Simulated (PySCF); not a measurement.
Bonds broken one at a time in the series silaethenyl-X. Gas-phase values, no solvent. One relaxed conformer stands for each flexible species; it need not be the lowest. Strings in code marks are SMILES.

Computed with PBE0-D3(BJ)/def2-TZVP run with PySCF. 

A: radical fragment (`C[O]`)
B: whole molecule (`C=[SiH]C#N`)
C: radical fragment (`[S][SiH]=C`)
D: radical fragment (`C=[SiH][O]`)
E: radical fragment (`[SH]`)

Problem. Pick the species with the lowest dipole moment.

Solution. E (0.90 D); next is A (2.02 D).
